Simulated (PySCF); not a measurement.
## C3H6OS: core ionisation energies

C3H6OS.
Structure used (PBE0-D3(BJ)/def2-SVP), in Å, numbered top down from 1:
```xyz
11
C3H6OS angstrom
C     -1.8468    0.2996   -0.0061
O     -0.5041    0.0563   -0.2892
C      0.2491   -0.2671    0.8341
C      1.6736   -0.4857    0.4376
S      2.8611   -0.9220    1.4387
H     -2.3449   -0.5861    0.4360
H     -2.3502    0.5489   -0.9500
H     -1.9752    1.1472    0.6963
H      0.2131    0.5365    1.6025
H     -0.1295   -1.1816    1.3403
H      1.8555   -0.3148   -0.6376
```

Method used: delta-SCF UKS SCAN, pcX-2 on the ionised atom, pcseg-1 elsewhere, spin-free X2C in PySCF. Binding energies are ΔSCF values: E(core-ionised, relaxed orbitals) − E(ground state) at a fixed geometry, referred to the vacuum level.

Task: Give the core binding energies atom by atom.

Result: 
```csv
atom(s),bonded to,level,binding energy (eV),above the level's lowest (eV),count
C1,O and 3 H,C 1s,292.59,+0.46,1
O2,2 C,O 1s,538.92,0.00,1
C3,"O, C and 2 H",C 1s,292.69,+0.56,1
C4,"S (double bond), C and H",C 1s,292.13,0.00,1
S5,C (double bond),S 1s,2476.79,0.00,1
```

The listed C 1s values span 0.56 eV, from C4 (bonded to S (double bond), C and H) to C3 (bonded to O, C and 2 H). Summing the Pauling electronegativity differences to the bonded atoms, each weighted by its formal bond order, gives -0.29 for the lowest site and +0.19 for the highest; no listed site has a larger sum than the highest.

Task: Express the binding energy of C 1s of C3 in atomic units and per mole.

Result: 292.69 eV = 10.7562 Eh = 28240 kJ/mol.

Not every level is listed. The unrestricted hole states depart most from a pure doublet (⟨S²⟩ = 0.75; over 0.85 named) for C 1s of C4 (0.97), which makes this value less certain. One conformer (not necessarily the lowest) at the PBE0-D3(BJ)/def2-SVP geometry, without solvent, vibrations or thermal averaging.

Time: 44 s of wall time. Hardware: one thread of an Arm Neoverse V2, no GPU (shared host).
